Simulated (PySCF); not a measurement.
C2H6OS.

```xyz
10

C     -0.1853    -0.8117    -1.3666
S      0.4521     0.2373     0.0000
C     -0.1853    -0.8117     1.3666
O     -0.3951     1.4856     0.0000
H      0.0485    -0.2751    -2.2960
H      0.3033    -1.7973    -1.3612
H     -1.2756    -0.8981    -1.2515
H     -1.2756    -0.8981     1.2515
H      0.0485    -0.2751     2.2960
H      0.3033    -1.7973     1.3612
```
Charge 0, spin multiplicity 1.

Geometry optimised at B3LYP-D3(BJ)/def2-SVP.

Method: PBE/pcSseg-1 (PySCF). Non-relativistic, no solvent.

Problem. Give the absolute GIAO shielding of each atom: isotropic value and principal components (ppm). (An estimate is asked for; the answer gives what the named calculation found.)

Solution. 
```tsv
atom	σ(iso)	σ11	σ22	σ33	span
C1	132.1	103.4	114.4	178.4	75.0
S2	169.5	-25.1	63.1	470.6	495.6
C3	132.1	103.4	114.4	178.4	75.0
O4	228.8	25.4	253.6	407.5	382.0
H5	28.7	26.1	26.8	33.4	7.3
H6	29.2	26.0	26.9	34.6	8.7
H7	29.0	26.7	28.3	32.0	5.4
H8	29.0	26.7	28.3	32.0	5.4
H9	28.7	26.1	26.8	33.4	7.3
H10	29.2	26.0	26.9	34.6	8.7
```
